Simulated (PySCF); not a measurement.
Species: C3H2ClNS.
Cartesian coordinates in Å at the PBE0-D3(BJ)/def2-SVP level; atoms count from 1:
```
atom  x, y, z in Å
Cl1   -2.5057    1.8758    0.6183
C2    -1.1886    0.7755    0.6133
C3    -1.3326   -0.5872    0.6694
S4     0.2224   -1.3102    0.6401
C5     0.9262    0.2648    0.5585
N6     0.0805    1.2488    0.5513
H7    -2.2506   -1.1670    0.7238
H8     2.0100    0.3911    0.5156
```

Computed at PBE0/pcSseg-1 (PySCF, non-relativistic), with Q(35Cl) = −0.0817 b, Q(33S) = −0.0678 b, Q(14N) = 0.02044 b: Cl1, 35Cl (I = 3/2): χzz = -77.98 MHz, η = 0.079; S4, 33S (I = 3/2): χzz = -27.68 MHz, η = 0.441; N6, 14N (I = 1): χzz = -4.673 MHz, η = 0.133.

**Question.** Find the zero-field quadrupole resonance frequencies of 35Cl at Cl1.

**Answer.** From ν = (|χ|/2)√(1 + η²/3): ν = 39.03 MHz (aryl chlorine). For 37Cl the ratio of quadrupole moments, 0.7881, gives 30.76 MHz.

**Question.** Find the zero-field quadrupole resonance frequencies of 33S at S4.

**Answer.** From ν = (|χ|/2)√(1 + η²/3): ν = 14.28 MHz (thiophene-type sulfur).

**Question.** Where would the pure quadrupole (NQR) lines of 14N at N6 fall for the rigid, isolated species?

**Answer.** From ν± = (3/4)|χ|(1 ± η/3) and ν0 = |χ|η/2: ν+ 3.660 MHz, ν− 3.349 MHz, ν0 0.311 MHz (pyridine-type nitrogen).

**Question.** Apply the simplest Townes–Dailey estimate (no s hybridisation, no π bonding), ionic character = 1 − χzz/χ0, where χ0 is the coupling for one missing p electron along the bond: −109.74 MHz for 35Cl.

**Answer.** Cl1 on C2: 1 − (-77.98)/(-109.74) = 0.29. In this model a purely covalent bond gives χ0 and a free halide ion gives zero; s hybridisation or π bonding, where present, is counted here as ionic character.

In a crystal, neighbours and librations shift these lines. A larger basis could move these couplings by a tenth or more.

The run behind these numbers computed NMR shieldings as well. On an Arm Neoverse V1 with one thread, no GPU, shared host, this took 9.1 s wall.
